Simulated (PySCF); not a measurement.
Relative stability

The two ends of one reaction step of CH7NSi, closed shell (PBE0-D4/def2-TZVP).

A:

```xyz
10
angstrom
Si -0.4555 -1.2961 -0.1768
H 0.2422 1.3269 -1.1378
H 0.7780 -2.0798 -0.4960
H -1.2905 -2.1086 0.7451
H -1.1603 -1.0667 -1.4673
N -0.1872 0.2220 0.5762
C 0.5006 1.3156 -0.0755
H -0.1124 0.2386 1.5806
H 1.5948 1.2562 -0.0044
H 0.1859 2.2770 0.3394
```

B:

```csv
atom,x (Å),y (Å),z (Å)
Si1,-0.0799,-1.7996,-0.2765
H2,0.2957,-0.8509,-1.3554
H3,0.8721,-1.7309,0.8577
H4,0.0040,-3.1738,-0.8542
H5,-1.4762,-1.5853,0.1710
N6,-0.1766,1.0502,0.7222
C7,0.2155,1.9595,-0.0569
H8,-0.4598,1.4240,1.6280
H9,0.5460,1.6830,-1.0601
H10,0.2515,3.0242,0.1967
```

PySCF 2.14 with density fitting (its default auxiliary sets; JK sets also for MP2 and CCSD(T)); basis: def2-TZVPP; cores frozen in the correlated methods. B3LYP uses VWN-RPA correlation.

Task: Which structure is lower at CCSD(T), and by how much? (To be estimated.)

Result: By the calculation: A, by 35.12 kcal/mol (electronic energy, against the other). By their contacts, A is CH₇NSi ([CH3][NH][SiH3]) and B is a complex of CH₃N ([CH2][NH]) + SiH₄.

All methods give the same order:

| method | E(B) − E(A) (kcal/mol) |
| --- | --- |
| SPW92 | 43.92 |
| PBE-D4 | 36.10 |
| r2SCAN-D4 | 38.33 |
| PBE0-D4 | 39.59 |
| B3LYP-D4 | 35.30 |
| BHLYP-D4 | 38.52 |
| wB97M-V | 37.00 |
| HF | 34.83 |
| MP2 | 38.65 |
| CCSD | 35.88 |
| CCSD(T) | 35.12 |

The T1 diagnostic stays at or below 0.012.

Labels in which every atom is bracketed show which atoms are joined, not bond orders.

For scale, one of the runs: CCSD(T)/def2-TZVPP, 202 basis functions, launched by `OMP_NUM_THREADS=4 python run.py`. The run took 4.8 min on 4 CPU threads of an Arm Neoverse V2 (shared host), with 2.3 GiB of host memory at its peak.
